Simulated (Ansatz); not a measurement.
in.yaml

```yaml
crystal:
  periodic: [false, false, false]
  atoms:
    - {symbol: As, position_ang: [0.000000, 0.000000, 0.000000]}
    - {symbol: Br, position_ang: [0.000000, 0.000000, 5.254000]}
basis:
  gaussian: {orbitals: STO-3G}
total_charge: -1
magnetization: {spin_polarized: false, initial_magnetization: 1}
correlation: {method: fic_mrcisd_q, electrons: valence, active_space: {window: {electrons: 5, orbitals: 4}}}
scf: {lower_state_search: off}
```

```sh
$ ansatz run in.yaml --threads 1 --pin off --events-out ev --progress --plain --max-ram 2393MiB
```

The program prints:

```
these checks for a lower state are left out or cut short: stability, starts, cluster_reference, orbital_swaps, neighbouring_geometries, increment
339 factors; integrals over basis functions are off by at most 2.9e-6 eV
mean field evaluation 1: about -129354.4104 eV, gradient 7.8e-1 eV
mean field evaluation 2: about -129354.4104 eV, gradient 7.8e-1 eV
mean field evaluation 4: about -129354.4127 eV, gradient 2.4e-1 eV
mean field evaluation 8: about -129354.4131 eV, gradient 1.4e-6 eV
mean field -129354.41313953 eV, -4753.6870033072 hartree, gradient 1.4e-6 eV, S^2 0.750000; 0 other end points of the search recorded, 0 dependent functions left out
reference -129354.41313953 eV, -4753.6870033072 hartree; 35, 34 occupied and 1, 2 virtual orbitals, 339 factors
state -129355.09706696 eV, -4753.7121371767 hartree
contracted CI cycle   1: correlation 0.00000000 eV, 0.0000000000 hartree, residual 3.64e-1 eV
contracted CI cycle   2: correlation -0.00236634 eV, -0.0000869613 hartree, residual 2.21e-2 eV
contracted CI cycle   3: correlation -0.00238129 eV, -0.0000875109 hartree, residual 2.51e-3 eV
contracted CI cycle   4: correlation -0.00238150 eV, -0.0000875185 hartree, residual 7.87e-4 eV
state -129355.09706696 eV, -4753.7121371767 hartree; corrected -129355.09944857 eV, -4753.7122246994 hartree
Total energy: -129355.09944857 eV, -4753.7122246994 hartree
Checks for a lower state left out: stability, starts, cluster_reference, orbital_swaps, neighbouring_geometries, increment
```

Natural occupations: 1.9993 1.2140 1.0000 0.7868.

Ran on 1 thread of AMD EPYC 9R45, shared host: 1.8 s wall, 0.23 GiB peak host memory.
